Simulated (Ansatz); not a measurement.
**Molecular dynamics of H$_{7}$NSi**

input.yaml

```yaml
crystal:
  periodic: [false, false, false]
  atoms:
    - { symbol: Si, position_ang: [0.037236, -0.035121, 0.113449] }
    - { symbol: "N", position_ang: [0.172933, -0.304561, 2.010712] }
    - { symbol: H, position_ang: [-0.709257, -0.502984, 2.503818] }
    - { symbol: H, position_ang: [0.692051, 0.418928, 2.527929] }
    - { symbol: H, position_ang: [1.251244, 0.48663, -0.589823] }
    - { symbol: H, position_ang: [-0.82146, 1.224188, 0.239886] }
    - { symbol: H, position_ang: [-0.87365, -0.96116, -0.62989] }
    - { symbol: H, position_ang: [1.085922, -1.586925, 0.464503] }
    - { symbol: H, position_ang: [0.814182, -1.241194, 1.538919] }
basis:
  gaussian: { orbitals: "6-31G*" }
hamiltonian:
  xc: pbe
md:
  timestep: 0.5
  n_steps: 200
  ensemble: nve
  temperature: 100.0
  initial_velocities: maxwell_boltzmann
  seed: 10242
```

Run as:

```bash
$ ansatz run input.yaml --threads 1 --pin off --max-ram 2048MiB --backend cpu --events-out ev --progress --plain --runs-dir out
```

It starts at the highest image of a converged band. Of that band: The profile has 3 maxima (images 2, 5, 7) with wells between them (images 3, 6): this band takes more than one step, which may be the mechanism or a detour left from its start path. A structure lower than the first end lies on the path between it and the top, so the climb from that side starts below the end, which may itself be a saddle point or a shallow side well. Neighbouring images differ by up to 1.8 eV, so the band resolves the path poorly. A vibrational analysis at the climbing image gives one clearly imaginary mode, 1353i cm⁻¹: a first-order saddle point.

Output, in part (one step line in 3, the closing report, with atoms numbered from 0):

```
md step     0: t =     0.00 fs  T =   100.0 K  F+E_penalty+E_count = -9472.32760306 eV  E_kin = 0.090482 eV  conserved = -9472.23712106 eV  (21 SCF iters)
md step     3: t =     1.50 fs  T =    68.6 K  F+E_penalty+E_count = -9472.29855185 eV  E_kin = 0.062026 eV  conserved = -9472.23652548 eV  (22 SCF iters)
md step     6: t =     3.00 fs  T =    40.6 K  F+E_penalty+E_count = -9472.27290078 eV  E_kin = 0.036703 eV  conserved = -9472.23619822 eV  (21 SCF iters)
md step     9: t =     4.50 fs  T =    58.5 K  F+E_penalty+E_count = -9472.28973526 eV  E_kin = 0.052963 eV  conserved = -9472.23677223 eV  (22 SCF iters)
md step    12: t =     6.00 fs  T =    54.6 K  F+E_penalty+E_count = -9472.28624786 eV  E_kin = 0.049441 eV  conserved = -9472.23680729 eV  (22 SCF iters)
md step    15: t =     7.50 fs  T =    31.5 K  F+E_penalty+E_count = -9472.26467658 eV  E_kin = 0.028532 eV  conserved = -9472.23614439 eV  (20 SCF iters)
md step    18: t =     9.00 fs  T =    58.0 K  F+E_penalty+E_count = -9472.28927790 eV  E_kin = 0.052471 eV  conserved = -9472.23680685 eV  (22 SCF iters)
md step    21: t =    10.50 fs  T =    64.5 K  F+E_penalty+E_count = -9472.29518712 eV  E_kin = 0.058395 eV  conserved = -9472.23679260 eV  (22 SCF iters)
md step    24: t =    12.00 fs  T =    47.2 K  F+E_penalty+E_count = -9472.27884281 eV  E_kin = 0.042719 eV  conserved = -9472.23612336 eV  (21 SCF iters)
md step    27: t =    13.50 fs  T =    87.9 K  F+E_penalty+E_count = -9472.31587243 eV  E_kin = 0.079575 eV  conserved = -9472.23629735 eV  (22 SCF iters)
md step    30: t =    15.00 fs  T =   166.1 K  F+E_penalty+E_count = -9472.38718105 eV  E_kin = 0.150281 eV  conserved = -9472.23690027 eV  (22 SCF iters)
md step    33: t =    16.50 fs  T =   213.6 K  F+E_penalty+E_count = -9472.42987604 eV  E_kin = 0.193313 eV  conserved = -9472.23656338 eV  (22 SCF iters)
md step    36: t =    18.00 fs  T =   274.5 K  F+E_penalty+E_count = -9472.48484186 eV  E_kin = 0.248385 eV  conserved = -9472.23645661 eV  (22 SCF iters)
md step    39: t =    19.50 fs  T =   379.7 K  F+E_penalty+E_count = -9472.58020295 eV  E_kin = 0.343564 eV  conserved = -9472.23663884 eV  (21 SCF iters)
md step    42: t =    21.00 fs  T =   504.3 K  F+E_penalty+E_count = -9472.69338292 eV  E_kin = 0.456333 eV  conserved = -9472.23704992 eV  (21 SCF iters)
md step    45: t =    22.50 fs  T =   596.3 K  F+E_penalty+E_count = -9472.77670694 eV  E_kin = 0.539549 eV  conserved = -9472.23715811 eV  (21 SCF iters)
md step    48: t =    24.00 fs  T =   646.6 K  F+E_penalty+E_count = -9472.82187026 eV  E_kin = 0.585064 eV  conserved = -9472.23680671 eV  (21 SCF iters)
md step    51: t =    25.50 fs  T =   705.8 K  F+E_penalty+E_count = -9472.87530956 eV  E_kin = 0.638596 eV  conserved = -9472.23671390 eV  (21 SCF iters)
md step    54: t =    27.00 fs  T =   796.3 K  F+E_penalty+E_count = -9472.95729006 eV  E_kin = 0.720509 eV  conserved = -9472.23678140 eV  (22 SCF iters)
md step    57: t =    28.50 fs  T =   899.9 K  F+E_penalty+E_count = -9473.05137931 eV  E_kin = 0.814233 eV  conserved = -9472.23714613 eV  (22 SCF iters)
md step    60: t =    30.00 fs  T =   980.2 K  F+E_penalty+E_count = -9473.12371360 eV  E_kin = 0.886873 eV  conserved = -9472.23684096 eV  (21 SCF iters)
md step    63: t =    31.50 fs  T =  1048.3 K  F+E_penalty+E_count = -9473.18599065 eV  E_kin = 0.948486 eV  conserved = -9472.23750461 eV  (21 SCF iters)
md step    66: t =    33.00 fs  T =  1039.6 K  F+E_penalty+E_count = -9473.17783660 eV  E_kin = 0.940669 eV  conserved = -9472.23716803 eV  (22 SCF iters)
md step    69: t =    34.50 fs  T =   987.6 K  F+E_penalty+E_count = -9473.13019665 eV  E_kin = 0.893564 eV  conserved = -9472.23663299 eV  (22 SCF iters)
md step    72: t =    36.00 fs  T =   968.5 K  F+E_penalty+E_count = -9473.11285732 eV  E_kin = 0.876323 eV  conserved = -9472.23653385 eV  (22 SCF iters)
md step    75: t =    37.50 fs  T =   992.6 K  F+E_penalty+E_count = -9473.13514275 eV  E_kin = 0.898088 eV  conserved = -9472.23705448 eV  (22 SCF iters)
md step    78: t =    39.00 fs  T =  1001.0 K  F+E_penalty+E_count = -9473.14254330 eV  E_kin = 0.905747 eV  conserved = -9472.23679632 eV  (22 SCF iters)
md step    81: t =    40.50 fs  T =  1026.3 K  F+E_penalty+E_count = -9473.16533551 eV  E_kin = 0.928614 eV  conserved = -9472.23672161 eV  (22 SCF iters)
md step    84: t =    42.00 fs  T =  1074.0 K  F+E_penalty+E_count = -9473.20906818 eV  E_kin = 0.971784 eV  conserved = -9472.23728410 eV  (22 SCF iters)
md step    87: t =    43.50 fs  T =  1092.6 K  F+E_penalty+E_count = -9473.22508033 eV  E_kin = 0.988576 eV  conserved = -9472.23650463 eV  (22 SCF iters)
md step    90: t =    45.00 fs  T =  1168.4 K  F+E_penalty+E_count = -9473.29368083 eV  E_kin = 1.057211 eV  conserved = -9472.23647025 eV  (22 SCF iters)
md step    93: t =    46.50 fs  T =  1311.5 K  F+E_penalty+E_count = -9473.42381889 eV  E_kin = 1.186699 eV  conserved = -9472.23711956 eV  (22 SCF iters)
md step    96: t =    48.00 fs  T =  1425.5 K  F+E_penalty+E_count = -9473.52734463 eV  E_kin = 1.289791 eV  conserved = -9472.23755355 eV  (22 SCF iters)
md step    99: t =    49.50 fs  T =  1475.8 K  F+E_penalty+E_count = -9473.57160313 eV  E_kin = 1.335374 eV  conserved = -9472.23622925 eV  (22 SCF iters)
md step   102: t =    51.00 fs  T =  1591.6 K  F+E_penalty+E_count = -9473.67737384 eV  E_kin = 1.440124 eV  conserved = -9472.23724996 eV  (21 SCF iters)
md step   105: t =    52.50 fs  T =  1674.3 K  F+E_penalty+E_count = -9473.75242033 eV  E_kin = 1.514969 eV  conserved = -9472.23745155 eV  (22 SCF iters)
md step   108: t =    54.00 fs  T =  1680.0 K  F+E_penalty+E_count = -9473.75675976 eV  E_kin = 1.520059 eV  conserved = -9472.23670085 eV  (22 SCF iters)
md step   111: t =    55.50 fs  T =  1702.1 K  F+E_penalty+E_count = -9473.77682619 eV  E_kin = 1.540090 eV  conserved = -9472.23673605 eV  (21 SCF iters)
md step   114: t =    57.00 fs  T =  1738.6 K  F+E_penalty+E_count = -9473.81053938 eV  E_kin = 1.573077 eV  conserved = -9472.23746237 eV  (21 SCF iters)
md step   117: t =    58.50 fs  T =  1711.3 K  F+E_penalty+E_count = -9473.78531207 eV  E_kin = 1.548460 eV  conserved = -9472.23685246 eV  (22 SCF iters)
md step   120: t =    60.00 fs  T =  1711.5 K  F+E_penalty+E_count = -9473.78494731 eV  E_kin = 1.548583 eV  conserved = -9472.23636426 eV  (22 SCF iters)
md step   123: t =    61.50 fs  T =  1777.1 K  F+E_penalty+E_count = -9473.84591815 eV  E_kin = 1.607996 eV  conserved = -9472.23792248 eV  (21 SCF iters)
md step   126: t =    63.00 fs  T =  1736.2 K  F+E_penalty+E_count = -9473.80792339 eV  E_kin = 1.570943 eV  conserved = -9472.23698027 eV  (23 SCF iters)
md step   129: t =    64.50 fs  T =  1677.5 K  F+E_penalty+E_count = -9473.75404880 eV  E_kin = 1.517842 eV  conserved = -9472.23620673 eV  (21 SCF iters)
md step   132: t =    66.00 fs  T =  1705.0 K  F+E_penalty+E_count = -9473.77953089 eV  E_kin = 1.542712 eV  conserved = -9472.23681866 eV  (21 SCF iters)
md step   135: t =    67.50 fs  T =  1735.0 K  F+E_penalty+E_count = -9473.80753375 eV  E_kin = 1.569883 eV  conserved = -9472.23765044 eV  (22 SCF iters)
md step   138: t =    69.00 fs  T =  1695.6 K  F+E_penalty+E_count = -9473.77033884 eV  E_kin = 1.534230 eV  conserved = -9472.23610907 eV  (22 SCF iters)
md step   141: t =    70.50 fs  T =  1743.4 K  F+E_penalty+E_count = -9473.81476610 eV  E_kin = 1.577433 eV  conserved = -9472.23733305 eV  (22 SCF iters)
md step   144: t =    72.00 fs  T =  1760.7 K  F+E_penalty+E_count = -9473.83063736 eV  E_kin = 1.593074 eV  conserved = -9472.23756311 eV  (22 SCF iters)
md step   147: t =    73.50 fs  T =  1703.1 K  F+E_penalty+E_count = -9473.77707830 eV  E_kin = 1.540967 eV  conserved = -9472.23611124 eV  (22 SCF iters)
md step   150: t =    75.00 fs  T =  1741.8 K  F+E_penalty+E_count = -9473.81259499 eV  E_kin = 1.576054 eV  conserved = -9472.23654139 eV  (22 SCF iters)
md step   153: t =    76.50 fs  T =  1820.6 K  F+E_penalty+E_count = -9473.88533366 eV  E_kin = 1.647290 eV  conserved = -9472.23804401 eV  (22 SCF iters)
md step   156: t =    78.00 fs  T =  1765.0 K  F+E_penalty+E_count = -9473.83384043 eV  E_kin = 1.596978 eV  conserved = -9472.23686246 eV  (22 SCF iters)
md step   159: t =    79.50 fs  T =  1720.8 K  F+E_penalty+E_count = -9473.79332676 eV  E_kin = 1.557046 eV  conserved = -9472.23628101 eV  (22 SCF iters)
md step   162: t =    81.00 fs  T =  1752.7 K  F+E_penalty+E_count = -9473.82354846 eV  E_kin = 1.585861 eV  conserved = -9472.23768734 eV  (22 SCF iters)
md step   165: t =    82.50 fs  T =  1704.2 K  F+E_penalty+E_count = -9473.77863565 eV  E_kin = 1.542007 eV  conserved = -9472.23662878 eV  (21 SCF iters)
md step   168: t =    84.00 fs  T =  1677.7 K  F+E_penalty+E_count = -9473.75430849 eV  E_kin = 1.517987 eV  conserved = -9472.23632113 eV  (22 SCF iters)
md step   171: t =    85.50 fs  T =  1717.2 K  F+E_penalty+E_count = -9473.79098887 eV  E_kin = 1.553725 eV  conserved = -9472.23726399 eV  (21 SCF iters)
md step   174: t =    87.00 fs  T =  1703.8 K  F+E_penalty+E_count = -9473.77917559 eV  E_kin = 1.541636 eV  conserved = -9472.23753997 eV  (22 SCF iters)
md step   177: t =    88.50 fs  T =  1636.9 K  F+E_penalty+E_count = -9473.71678886 eV  E_kin = 1.481062 eV  conserved = -9472.23572695 eV  (21 SCF iters)
md step   180: t =    90.00 fs  T =  1711.3 K  F+E_penalty+E_count = -9473.78556485 eV  E_kin = 1.548401 eV  conserved = -9472.23716409 eV  (21 SCF iters)
md step   183: t =    91.50 fs  T =  1777.0 K  F+E_penalty+E_count = -9473.84568099 eV  E_kin = 1.607898 eV  conserved = -9472.23778274 eV  (21 SCF iters)
md step   186: t =    93.00 fs  T =  1732.0 K  F+E_penalty+E_count = -9473.80375376 eV  E_kin = 1.567187 eV  conserved = -9472.23656665 eV  (22 SCF iters)
md step   189: t =    94.50 fs  T =  1718.2 K  F+E_penalty+E_count = -9473.79109731 eV  E_kin = 1.554675 eV  conserved = -9472.23642227 eV  (21 SCF iters)
md step   192: t =    96.00 fs  T =  1753.9 K  F+E_penalty+E_count = -9473.82452481 eV  E_kin = 1.587008 eV  conserved = -9472.23751670 eV  (22 SCF iters)
md step   195: t =    97.50 fs  T =  1715.4 K  F+E_penalty+E_count = -9473.78906854 eV  E_kin = 1.552124 eV  conserved = -9472.23694474 eV  (21 SCF iters)
md step   198: t =    99.00 fs  T =  1686.9 K  F+E_penalty+E_count = -9473.76262044 eV  E_kin = 1.526340 eV  conserved = -9472.23628093 eV  (21 SCF iters)
md step   200: t =   100.00 fs  T =  1720.1 K  F+E_penalty+E_count = -9473.79398163 eV  E_kin = 1.556341 eV  conserved = -9472.23764048 eV  (24 SCF iters)
Total energy: -9473.79401736 eV, -348.1555085698 hartree
Atom 0 at     0.059784     0.170425    -0.942501 Å, force     1.176026     0.882482     0.524138 eV/Å
Atom 1 at     0.144522    -0.819284     3.941904 Å, force     0.622067    -0.510280    -1.303330 eV/Å
Atom 2 at    -0.454787    -0.129865     3.509429 Å, force    -0.522166     0.368168     0.033142 eV/Å
Atom 3 at     1.078244    -0.417722     3.917301 Å, force     0.327788     0.070149     0.118075 eV/Å
Atom 4 at    -0.362693    -0.488998    -2.195196 Å, force    -0.366066    -0.092159    -0.215261 eV/Å
Atom 5 at    -0.072455     1.713246    -0.964259 Å, force    -0.323527    -0.805848    -0.019735 eV/Å
Atom 6 at    -0.438767    -0.459072     0.325747 Å, force    -0.324311     0.091827    -0.170747 eV/Å
Atom 7 at     1.561308    -0.000644    -0.849434 Å, force    -0.160023    -0.080315    -0.098707 eV/Å
Atom 8 at    -0.105260    -0.953884     4.897226 Å, force    -0.429789     0.075976     1.132424 eV/Å
Dipole moment:    -0.063831     0.288869     0.169941 e Å
```

The run went to its last step. The conserved energy stayed within 0.16 meV per atom of its start (net change -0.058 meV per atom), so the integration is sound. The kinetic energy rose, since the run started high on the potential surface and went downhill. It ends in pieces (H3N + H4Si), so much of that is their flight and rotation, not heat. A run of 0.1 ps of so small a system gives no equilibrium averages. The orbitals stay closed-shell, which can raise the energy where a bond breaks towards radicals; this wasn't checked here.

Between its relaxed ends the band would form Si1–H8, N2–H9 and break Si1–N2, H8–H9. These pairs go: Si1–H8 1.91 → 1.51 Å, N2–H9 1.23 → 1.00 Å, Si1–N2 1.92 → 4.98 Å, H8–H9 1.16 → 6.06 Å. In the last frame they stand as after the step (other bonds may differ from the relaxed reactants and products). It ends as H3N + H4Si. Pairs count as bonded within 1.25 times the sum of covalent radii (0.12 Å more for H–H).

Last frame:

```xyz
9
Properties=species:S:1:pos:R:3
Si 0.060 0.170 -0.943
N 0.144 -0.819 3.942
H -0.455 -0.130 3.509
H 1.078 -0.418 3.917
H -0.363 -0.489 -2.195
H -0.072 1.713 -0.964
H -0.439 -0.459 0.326
H 1.561 -0.001 -0.849
H -0.105 -0.954 4.897
```

Time of the run: 3.6 min on 1 thread of Arm Neoverse V2 (shared host), peak memory 0.089 GiB.
